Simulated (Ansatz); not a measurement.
**CF+ (triplet): from Hartree-Fock to the top rungs, cc-pVTZ**

An exercise on one series of results from a longer session: the logs are not shown, and one member is left open.

Method: cc-pVTZ, core rule «outside noble gas», up to 2 orbitals frozen; program: Ansatz 0.2.0, Gaussian basis.

The runs, in order: UHF; CCSD(T) on ROHF; CCSD(T) on UHF; BCCD(T) on ROHF; CISD; CCSDT(Q) on ROHF; CCSDT(Q) on UHF; CASSCF and MRCISD+Q, 10 electrons in 8 orbitals; CASSCF and NEVPT2, 10 electrons in 8 orbitals.

5 further runs of the same task are left out: 5 set aside as unsound or not needed.

### What is computed

The geometry is a PBE0/def2-TZVP stationary point (not a proven minimum) of the parent state, kept for this charge and spin.

2 atoms, charge 1, spin multiplicity 3.

Atoms are counted from 1 here; the program's logs count them from 0.

Bond lengths: C1–F2 1.316 Å.

The first run:

Input file in.yaml:

```yaml
crystal:
  periodic: [false, false, false]
  atoms:
    - {symbol: C, position_ang: [0.000000, 0.000000, 0.000000]}
    - {symbol: F, position_ang: [0.000000, 0.000000, 1.315900]}
basis:
  gaussian: {orbitals: cc-pVTZ}
total_charge: 1
magnetization: {spin_polarized: true, initial_magnetization: 2}
hamiltonian: {xc: hf}
output: {orbitals: {seedname: orbitals}}
```

Launch:

```console
$ ansatz run in.yaml --threads 1 --pin off --events-out ev --progress --plain --max-ram 3968MiB --backend cpu
```

Among the steps run: UHF; CCSD(T) on ROHF; CCSD(T) on UHF; BCCD(T) on ROHF; CISD; CCSDT(Q) on ROHF; CCSDT(Q) on UHF; CASSCF and MRCISD+Q, 10 electrons in 8 orbitals; CASSCF and NEVPT2, 10 electrons in 8 orbitals.

One table of the session follows, with a row left open; its other results are not shown here.

```
          method  from UCCSDT(Q) (kcal/mol)
            ROHF                    +215.15
             UHF                    +213.32
            RMP2                     +14.57
            UMP2                     +13.83
            CISD                     +19.46
           RCCSD                      +9.67
           UCCSD                      +9.66
        RCCSD(T)                      +1.10
        UCCSD(T)                      +1.10
         BCCD(T)                      +1.09
          RCCSDT                      +0.51
          UCCSDT                      +0.51
       RCCSDT(Q)                      +0.36
       UCCSDT(Q)                          0
  CASSCF valence                    +159.75
  NEVPT2 valence                     +22.83
  MRCISD valence                      +8.80
MRCISD+Q valence                          ?
```

Estimate the missing values for MRCISD+Q valence.

The run gave: from UCCSDT(Q) (kcal/mol): +1.92. In the column «from UCCSDT(Q) (kcal/mol)» it lies between UCCSD(T) (+1.10) and MRCISD valence (+8.80).

Some runs used a GPU and others CPU threads alone; cost is compared among the CPU runs only.

Among the levels timed on like hardware, those that no quicker one beats, quickest first: NEVPT2 valence (2.5 s, +22.83 kcal/mol); BCCD(T) (3.3 s, +1.09 kcal/mol).

To keep in mind: Of the multireference levels listed MRCISD+Q valence comes nearest in total energy (+1.92 kcal/mol), which doesn't show that its space is the better one. Restricted and unrestricted rows rest on different reference determinants; where their highest levels disagree by more than a few hundredths of an eV, they describe different states and don't form one ladder.
